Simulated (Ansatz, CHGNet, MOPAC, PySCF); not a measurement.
Equilibrium lattice constant a of zinc-blende InSb: levels of theory against measurement

Reference value: 6.468 Å (measured, static lattice: zero-point anharmonic expansion removed; as tabulated in Mejia-Rodriguez and Trickey (2018), arXiv:1807.09216).

```tsv
level (code)	value (Å)	error (%)
AM1 semi-empirical Hartree-Fock (MOPAC)	4.843	-25
CHGNet 0.3.0	6.644	+2.72
LDA (Ansatz)	6.450	-0.28
PBE (Ansatz)	6.635	+2.58
PBE+SOC (Ansatz)	6.636	+2.60
PBEsol (Ansatz)	6.519	+0.79
PBEsol-D3(BJ) (Ansatz)	6.443	-0.39
r²SCAN-D4 (Ansatz)	6.531	+0.97
HSE06-D3(BJ) (Ansatz)	6.441	-0.42
PBE0-D3(BJ) (Ansatz)	6.450	-0.28
Hartree–Fock (Ansatz)	6.625	+2.43
MP2 (PySCF)	6.567 ± 0.02	+1.53
```

Once the reference is moved by up to 0.10 % (a margin picked here for doubts on the reference and the settings) and values within 0.10 % count as equal, the nearest can be LDA (-0.28 %) or PBE0-D3(BJ) (-0.28 %). Farthest off among them: AM1 semi-empirical Hartree-Fock (MOPAC) (-25 %). Within 2 %: LDA, PBEsol, PBEsol-D3(BJ), r²SCAN-D4, HSE06-D3(BJ), PBE0-D3(BJ), MP2.

Published values of wave-function and many-body methods: 6.463 Å (published RPA@PBE value, static lattice, standard PAW; Klimeš et al. (2015), arXiv:1508.02562).

A ± on a computed value is a rough bar: the spread of its extrapolation, a floor set from checks against published values, or a statistical error. AM1 semi-empirical Hartree-Fock (MOPAC): the cell moved over 20 % in volume from its start. AM1 semi-empirical Hartree-Fock (MOPAC): the method was fitted mainly to molecules. AM1 semi-empirical Hartree-Fock (MOPAC): the run uses a supercell at the zone centre in place of a k mesh. Cutoffs and k meshes differ between the levels. Ansatz's density-functional and Hartree–Fock values are scalar-relativistic unless marked +SOC, with PAW data made under PBE.

Machine-learned potentials (CHGNet 0.3.0) are trained on DFT data: a solid inside that data is no test of them.

Differences are worked out from the printed values.

Ansatz is an electronic-structure program.
